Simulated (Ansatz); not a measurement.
Results of HSE06 (plane waves, PAW; Ansatz, an electronic-structure program) for antifluorite Mg2Ge.

Numerical settings: plane-wave cutoff 520 eV, 8×8×8 k mesh, finite displacements, scalar-relativistic PAW data made under PBE.

Computed at the level's own relaxed cell.

```
CELL_PARAMETERS angstrom
      0.00000     3.19088     3.19088
      3.19088     0.00000     3.19088
      3.19088     3.19088     0.00000
ATOMIC_POSITIONS crystal
  Mg 0.25000 0.25000 0.25000
  Mg 0.75000 0.75000 0.75000
  Ge 0.00000 0.00000 0.00000
```

Harmonic phonon frequencies (cm⁻¹; i marks an imaginary mode; at Γ without the LO shift):

```csv
q point,frequencies
Γ,0 0 0 218 218 218 259 259 259
X,123 123 152 157 157 171 264 264 340
L,89 89 164 222 223 223 235 235 288
```

No imaginary mode appears at these points.
